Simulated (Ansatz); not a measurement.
**Worked example: HAl–Ga–F, triplet against HAl–Ga–F, singlet**

Geometry (PBE0/def2-TZVP stationary point of a singlet), kept for both states (HAl–Ga–F, singlet: A'; HAl–Ga–F, triplet: A''):

```yaml
atoms:
  - { symbol: Al, position_ang: [0.0000, -0.3165, 2.3078] }
  - { symbol: Ga, position_ang: [0.0000, 0.2395, -0.3874] }
  - { symbol: F, position_ang: [0.0000, -0.4984, -1.9957] }
  - { symbol: H, position_ang: [0.0000, 1.2983, 2.6383] }
```

Basis cc-pVDZ; Ansatz 0.2.0. Correlated methods freeze the noble-gas cores and the filled d shells of p-block atoms. R marks a restricted (for open shells ROHF) determinant, U an unrestricted one. No spin–orbit coupling is included, and no scalar relativity.

Full CI isn't at hand for all of this; UCCSDT(Q) serves as the reference, and is uncertain by about the last step of the cluster series.

Unrestricted rows (U, and Kohn–Sham where it breaks symmetry) aren't spin-pure: their determinants' ⟨S²⟩ exceeds S(S+1) by up to 0.29, so they mix in states of higher spin.

```json
{"level": "UHF", "E(HAl–Ga–F, singlet) (hartree)": "-2265.164873", "E(HAl–Ga–F, triplet) (hartree)": "-2265.134766"}
{"level": "UMP2", "E(HAl–Ga–F, singlet) (hartree)": "-2265.455168", "E(HAl–Ga–F, triplet) (hartree)": "-2265.417143"}
{"level": "UCCSD(T)", "E(HAl–Ga–F, singlet) (hartree)": "-2265.498219", "E(HAl–Ga–F, triplet) (hartree)": "-2265.449156"}
{"level": "PBE", "E(HAl–Ga–F, singlet) (hartree)": "-2267.181939", "E(HAl–Ga–F, triplet) (hartree)": "-2267.137765"}
{"level": "wB97M-V", "E(HAl–Ga–F, singlet) (hartree)": "-2267.560108", "E(HAl–Ga–F, triplet) (hartree)": "-2267.502518"}
{"level": "UCCSDT(Q)", "E(HAl–Ga–F, singlet) (hartree)": "-2265.500462", "E(HAl–Ga–F, triplet) (hartree)": "-2265.451487"}
```

Question: Give the vertical gap, HAl–Ga–F triplet less HAl–Ga–F singlet, at each level in eV (1 hartree = 27.2114 eV), and each error against UCCSDT(Q).

Answer: UCCSDT(Q): (-2265.451487 − (-2265.500462)) × 27.2114 = 1.333 eV (the reference)
wB97M-V: (-2267.502518 − (-2267.560108)) × 27.2114 = 1.567 eV, error 0.234 eV
PBE: (-2267.137765 − (-2267.181939)) × 27.2114 = 1.202 eV, error -0.131 eV
UCCSD(T): (-2265.449156 − (-2265.498219)) × 27.2114 = 1.335 eV, error 0.002 eV
UMP2: (-2265.417143 − (-2265.455168)) × 27.2114 = 1.035 eV, error -0.298 eV
UHF: (-2265.134766 − (-2265.164873)) × 27.2114 = 0.819 eV, error -0.514 eV

Total energies of functionals can't be set beside those of wave-function methods, since they hold the core's correlation and their own absolute errors; only the differences compare.

In so small a basis the reference is far from its limit while semilocal and hybrid functionals are nearer theirs, so the functionals' errors here hold much of the reference's basis and frozen-core error, which can add to them or hide them.

Each level lands on the state that its own search finds. T1 diagnostics of restricted CCSD: 0.020 and 0.029.
